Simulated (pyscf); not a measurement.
One substitution at C on the doublet surface with elements of a group swapped. ωB97M-D3(BJ)/def2-TZVP, kcal/mol, from the separated reactants. Optimised with ωB97X-D3(BJ)/def2-SVP in PySCF.

```tsv
step	barrier	reaction energy	imaginary mode (i cm⁻¹)
H₃C–I + CH₃• -> I• + H₃C–CH₃	…	…	846
H₃C–Br + CH₃• -> H₃C–CH₃ + Br•	18.7	-23.2	903
```

Problem. What belongs in the gaps?

Solution. 
- H₃C–I + CH₃• -> I• + H₃C–CH₃, barrier: 14.6
- H₃C–I + CH₃• -> I• + H₃C–CH₃, reaction energy: -35.3

Each row is the saddle that its search found. Left out: the spin-orbit lowering of Br, I, which is large for Br, Se, Te and I. Elements up to Kr have no core potential and no relativistic terms here. Elements past Kr carry the def2 core potentials, without spin-orbit coupling.
